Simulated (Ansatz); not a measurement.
**Molecular dynamics of C3H6OS**

input.yaml

```yaml
crystal:
  periodic: [false, false, false]
  atoms:
    - { symbol: C, position_ang: [-1.024109, -0.919208, 0.194947] }
    - { symbol: C, position_ang: [0.263101, -0.199137, 0.318943] }
    - { symbol: O, position_ang: [1.17406, -0.768824, 1.125123] }
    - { symbol: C, position_ang: [0.533839, 0.998732, -0.390633] }
    - { symbol: S, position_ang: [-0.740938, 1.987958, -1.256323] }
    - { symbol: H, position_ang: [-1.801969, -0.374924, 0.778268] }
    - { symbol: H, position_ang: [-0.94842, -1.961479, 0.556515] }
    - { symbol: H, position_ang: [-1.383679, -0.867314, -0.854645] }
    - { symbol: H, position_ang: [1.959471, -0.18396, 1.177618] }
    - { symbol: H, position_ang: [1.479996, 1.512147, -0.109112] }
    - { symbol: H, position_ang: [0.553948, 0.718908, -1.5201] }
basis:
  gaussian: { orbitals: def2-SVP }
hamiltonian:
  xc: pbe
md:
  timestep: 0.5
  n_steps: 200
  ensemble: nve
  temperature: 300.0
  initial_velocities: maxwell_boltzmann
  seed: 11427
```

Run as:

```bash
$ ansatz run input.yaml --threads 2 --pin off --max-ram 3072MiB --backend cpu --events-out ev --progress --plain --runs-dir out
```

It starts at the highest image of a converged band, a first-order saddle point between two minima.

Output, in part (one step line in 7, the closing report, with atoms numbered from 0):

```
md step     0: t =     0.00 fs  T =   300.0 K  F+E_penalty+E_count = -16070.82943271 eV  E_kin = 0.349002 eV  conserved = -16070.48043072 eV  (30 SCF iters)
md step     7: t =     3.50 fs  T =   167.3 K  F+E_penalty+E_count = -16070.67376700 eV  E_kin = 0.194592 eV  conserved = -16070.47917503 eV  (35 SCF iters)
md step    14: t =     7.00 fs  T =    85.5 K  F+E_penalty+E_count = -16070.57838673 eV  E_kin = 0.099467 eV  conserved = -16070.47892018 eV  (36 SCF iters)
md step    21: t =    10.50 fs  T =   186.3 K  F+E_penalty+E_count = -16070.69659048 eV  E_kin = 0.216693 eV  conserved = -16070.47989712 eV  (35 SCF iters)
md step    28: t =    14.00 fs  T =   170.3 K  F+E_penalty+E_count = -16070.67730706 eV  E_kin = 0.198069 eV  conserved = -16070.47923785 eV  (36 SCF iters)
md step    35: t =    17.50 fs  T =    97.2 K  F+E_penalty+E_count = -16070.59234921 eV  E_kin = 0.113049 eV  conserved = -16070.47929993 eV  (34 SCF iters)
md step    42: t =    21.00 fs  T =   125.2 K  F+E_penalty+E_count = -16070.62515545 eV  E_kin = 0.145647 eV  conserved = -16070.47950870 eV  (34 SCF iters)
md step    49: t =    24.50 fs  T =   171.4 K  F+E_penalty+E_count = -16070.67854019 eV  E_kin = 0.199406 eV  conserved = -16070.47913411 eV  (34 SCF iters)
md step    56: t =    28.00 fs  T =   187.5 K  F+E_penalty+E_count = -16070.69775853 eV  E_kin = 0.218099 eV  conserved = -16070.47965999 eV  (33 SCF iters)
md step    63: t =    31.50 fs  T =   168.6 K  F+E_penalty+E_count = -16070.67558141 eV  E_kin = 0.196164 eV  conserved = -16070.47941771 eV  (33 SCF iters)
md step    70: t =    35.00 fs  T =   181.9 K  F+E_penalty+E_count = -16070.69083129 eV  E_kin = 0.211611 eV  conserved = -16070.47922040 eV  (34 SCF iters)
md step    77: t =    38.50 fs  T =   183.4 K  F+E_penalty+E_count = -16070.69297459 eV  E_kin = 0.213390 eV  conserved = -16070.47958509 eV  (34 SCF iters)
md step    84: t =    42.00 fs  T =   146.3 K  F+E_penalty+E_count = -16070.64947413 eV  E_kin = 0.170216 eV  conserved = -16070.47925764 eV  (63 SCF iters)
md step    91: t =    45.50 fs  T =   174.0 K  F+E_penalty+E_count = -16070.68178143 eV  E_kin = 0.202428 eV  conserved = -16070.47935293 eV  (33 SCF iters)
md step    98: t =    49.00 fs  T =   186.7 K  F+E_penalty+E_count = -16070.69682597 eV  E_kin = 0.217187 eV  conserved = -16070.47963861 eV  (34 SCF iters)
md step   105: t =    52.50 fs  T =   120.4 K  F+E_penalty+E_count = -16070.61919938 eV  E_kin = 0.140090 eV  conserved = -16070.47910943 eV  (36 SCF iters)
md step   112: t =    56.00 fs  T =   137.0 K  F+E_penalty+E_count = -16070.63868497 eV  E_kin = 0.159341 eV  conserved = -16070.47934430 eV  (36 SCF iters)
md step   119: t =    59.50 fs  T =   176.7 K  F+E_penalty+E_count = -16070.68540599 eV  E_kin = 0.205605 eV  conserved = -16070.47980067 eV  (34 SCF iters)
md step   126: t =    63.00 fs  T =   121.9 K  F+E_penalty+E_count = -16070.62103835 eV  E_kin = 0.141765 eV  conserved = -16070.47927338 eV  (35 SCF iters)
md step   133: t =    66.50 fs  T =    92.5 K  F+E_penalty+E_count = -16070.58683776 eV  E_kin = 0.107661 eV  conserved = -16070.47917649 eV  (35 SCF iters)
md step   140: t =    70.00 fs  T =   164.8 K  F+E_penalty+E_count = -16070.67139830 eV  E_kin = 0.191661 eV  conserved = -16070.47973683 eV  (36 SCF iters)
md step   147: t =    73.50 fs  T =   202.7 K  F+E_penalty+E_count = -16070.71535913 eV  E_kin = 0.235843 eV  conserved = -16070.47951634 eV  (36 SCF iters)
md step   154: t =    77.00 fs  T =   176.1 K  F+E_penalty+E_count = -16070.68433415 eV  E_kin = 0.204857 eV  conserved = -16070.47947686 eV  (35 SCF iters)
md step   161: t =    80.50 fs  T =   144.7 K  F+E_penalty+E_count = -16070.64787944 eV  E_kin = 0.168297 eV  conserved = -16070.47958288 eV  (34 SCF iters)
md step   168: t =    84.00 fs  T =   146.9 K  F+E_penalty+E_count = -16070.65020722 eV  E_kin = 0.170948 eV  conserved = -16070.47925902 eV  (35 SCF iters)
md step   175: t =    87.50 fs  T =   182.8 K  F+E_penalty+E_count = -16070.69226083 eV  E_kin = 0.212656 eV  conserved = -16070.47960508 eV  (33 SCF iters)
md step   182: t =    91.00 fs  T =   197.9 K  F+E_penalty+E_count = -16070.71002310 eV  E_kin = 0.230283 eV  conserved = -16070.47974010 eV  (34 SCF iters)
md step   189: t =    94.50 fs  T =   166.7 K  F+E_penalty+E_count = -16070.67296537 eV  E_kin = 0.193983 eV  conserved = -16070.47898235 eV  (35 SCF iters)
md step   196: t =    98.00 fs  T =   202.1 K  F+E_penalty+E_count = -16070.71474490 eV  E_kin = 0.235099 eV  conserved = -16070.47964599 eV  (33 SCF iters)
md step   200: t =   100.00 fs  T =   192.8 K  F+E_penalty+E_count = -16070.70325969 eV  E_kin = 0.224303 eV  conserved = -16070.47895665 eV  (70 SCF iters)
Total energy: -16070.70328935 eV, -590.5874527696 hartree
Atom 0 at    -1.048214    -0.897688     0.164799 Å, force    -0.291873     1.295867    -0.164246 eV/Å
Atom 1 at     0.229292    -0.199602     0.322819 Å, force     0.789380    -1.079066     0.981874 eV/Å
Atom 2 at     1.195243    -0.738930     1.123741 Å, force    -0.467766     1.336792    -0.843723 eV/Å
Atom 3 at     0.510982     0.981013    -0.445475 Å, force     0.864787     1.088391     0.132611 eV/Å
Atom 4 at    -0.727339     1.968280    -1.224695 Å, force    -0.355610     0.299721    -0.239528 eV/Å
Atom 5 at    -1.814302    -0.364622     0.822097 Å, force     0.331119    -0.188855    -0.724670 eV/Å
Atom 6 at    -0.996589    -1.918814     0.489820 Å, force     0.056898    -1.203960     0.213122 eV/Å
Atom 7 at    -1.340100    -0.741020    -0.920842 Å, force    -0.245698    -0.087893     0.715599 eV/Å
Atom 8 at     1.892432    -0.018519     1.096279 Å, force    -0.167792    -0.784611     0.292871 eV/Å
Atom 9 at     1.456914     1.534762    -0.103149 Å, force    -0.591432    -0.407351     0.016980 eV/Å
Atom 10 at     0.854709     0.463253    -1.373148 Å, force     0.077987    -0.269034    -0.380891 eV/Å
Dipole moment:     0.570753    -0.664722     0.473785 e Å
```

All steps were run. The conserved energy stayed within 0.15 meV per atom of its start (net change 0.13 meV per atom), so the integration is sound. The temperature averaged 0.53 of the 300 K drawn at the start: a run that starts near a minimum puts about half its kinetic energy into the potential. A run of 0.1 ps of so small a system gives no equilibrium averages. The orbitals stay closed-shell, which can raise the energy where a bond breaks towards radicals; this wasn't checked here.

The step under study would form S5–H11 and break C4–H11. These pairs go: S5–H11 1.83 → 2.19 Å, C4–H11 1.16 → 1.12 Å. In the last frame they stand as before the step (other bonds may differ from the relaxed reactants and products). It ends as one piece, C3H6OS. Pairs count as bonded within 1.25 times the sum of covalent radii (0.12 Å more for H–H).

Last frame:

```xyz
11
Properties=species:S:1:pos:R:3
C -1.048 -0.898 0.165
C 0.229 -0.200 0.323
O 1.195 -0.739 1.124
C 0.511 0.981 -0.446
S -0.727 1.968 -1.225
H -1.814 -0.365 0.822
H -0.997 -1.919 0.490
H -1.340 -0.741 -0.921
H 1.892 -0.018 1.096
H 1.457 1.535 -0.103
H 0.855 0.463 -1.373
```

Run time: 10 min on 2 threads of Arm Neoverse N1, with other jobs on the host, peak memory 0.15 GiB.
